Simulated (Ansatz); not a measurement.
# BH2SCl (SMILES SBCl): revPBE/STO-3G

What is the energy change on altering one bond length of BH2SCl at revPBE/STO-3G? 

The results are computed with Ansatz 0.2.0.

61 further runs of the same task are left out: 1 that didn't finish, 60 set aside as unsound or not needed.

**1. The system as given**

BH2SCl: 5 atoms, total charge 0, spin state singlet. As SMILES, `SBCl`. The shape is that of a PBE0-D4/def2-TZVP optimisation. This is one conformer, not always the lowest.

Bond lengths: S1–B2 1.779 Å, B2–Cl3 1.745 Å, S1–H4 1.343 Å, B2–H5 1.189 Å. Angles: S1–B2–Cl3 118.6°, S1–B2–H5 122.1°, Cl3–B2–H5 119.3°, B2–S1–H4 96.0°.

**2. A single-point energy at revPBE/STO-3G**

File molecule.yaml:

```yaml
crystal:
  periodic: [false, false, false]
  atoms:
    - {symbol: S, position_ang: [-1.294500, -0.008800, -0.323500]}
    - {symbol: B, position_ang: [0.402900, -0.217800, 0.164700]}
    - {symbol: Cl, position_ang: [0.888700, -1.738900, 0.868900]}
    - {symbol: H, position_ang: [-1.157600, 1.248200, -0.777100]}
    - {symbol: H, position_ang: [1.210400, 0.643400, 0.025700]}
basis:
  gaussian: {orbitals: STO-3G}
hamiltonian: {xc: {name: revPBE}}
accuracy: high
```

Launch:

```
$ ansatz run molecule.yaml --threads 1 --pin off --max-ram 2610MiB --events-out events.jsonl --progress --plain --runs-dir runs
```

Output:

```text
Warning: RAYON_NUM_THREADS=1 ignored (pool sized by the plan → 1); use --threads N
Functional definition: revPBE
  name "revPBE"
  parameter kappa = 1.245
  parameter beta = 0.06672455060314922
  exchange = pbe_x(kappa = kappa, mu = beta*pi^2/3)
  correlation = pbe_c(beta = beta)
450 factors; integrals over basis functions are off by at most 2.0e-8 eV
mean field evaluation 1: about -23798.9356 eV, gradient 1.2e1 eV
mean field evaluation 2: about -23798.4201 eV, gradient 1.7e1 eV
mean field evaluation 4: about -23799.5630 eV, gradient 1.4e0 eV
mean field evaluation 8: about -23799.5233 eV, gradient 1.3e-2 eV
mean field evaluation 16: about -23799.5233 eV, gradient 1.2e-8 eV
mean field -23799.52329594 eV, -874.6163492297 hartree, gradient 1.2e-8 eV, S^2 0.000000; 0 other end points of the search recorded, 0 dependent functions left out
reference -23799.52329814 eV, -874.6163493104 hartree; 20, 20 occupied and 5, 5 virtual orbitals, 450 factors
Total energy: -23799.52329814 eV, -874.6163493104 hartree
```

Run time: 1.4 s. Hardware: 1 thread of Arm Neoverse V1, shared host; peak memory 0.1 GiB.

**3. The distorted shape**

File run.yaml:

```yaml
crystal:
  periodic: [false, false, false]
  atoms:
    - symbol: S
      position_ang: [-1.328728, -0.323082, -0.210089]
    - symbol: B
      position_ang: [0.368672, -0.532082, 0.278111]
    - symbol: Cl
      position_ang: [0.854472, -2.053182, 0.982311]
    - symbol: H
      position_ang: [-1.157600, 1.248200, -0.777100]
    - symbol: H
      position_ang: [1.176172, 0.329118, 0.139111]
basis:
  gaussian: {orbitals: STO-3G}
hamiltonian: {xc: {name: revPBE}}
accuracy: high
```

Launch:

```
$ ansatz run run.yaml --threads 1 --pin off --max-ram 2610MiB --events-out events.jsonl --progress --plain --runs-dir runs
```

Output (excerpt; [...] marks lines left out):

```text
Warning: RAYON_NUM_THREADS=1 ignored (pool sized by the plan → 1); use --threads N
[... 6 set-up lines as earlier in the session ...]
449 factors; integrals over basis functions are off by at most 7.2e-9 eV
mean field evaluation 1: about -23798.0437 eV, gradient 1.2e1 eV
mean field evaluation 2: about -23797.2954 eV, gradient 1.8e1 eV
mean field evaluation 4: about -23798.7261 eV, gradient 1.2e0 eV
mean field evaluation 8: about -23798.6692 eV, gradient 1.9e-2 eV
mean field evaluation 16: about -23798.6692 eV, gradient 2.2e-8 eV
mean field -23798.66918897 eV, -874.5849613775 hartree, gradient 2.2e-8 eV, S^2 0.000000; 0 other end points of the search recorded, 0 dependent functions left out
reference -23798.66919120 eV, -874.5849614591 hartree; 20, 20 occupied and 5, 5 virtual orbitals, 449 factors
Total energy: -23798.66919120 eV, -874.5849614591 hartree
```

It took 1.4 s on 1 thread of Arm Neoverse V1, shared host; peak memory 0.099 GiB.

**4. What came out**

Level: revPBE/STO-3G.

| quantity | value |
| --- | --- |
| first shape: total energy | -874.61635 Eh |
| distorted shape: total energy | -874.58496 Eh |
| energy change with the S1–H4 bond stretched from 1.343 to 1.679 Å | 0.854 eV |

In words: With the S1–H4 bond stretched from 1.343 to 1.679 Å the energy rises by 0.85 eV (82.4 kJ/mol). The first shape isn't relaxed at this level, so the change isn't measured from a minimum. The minimal basis adds a large error of its own.
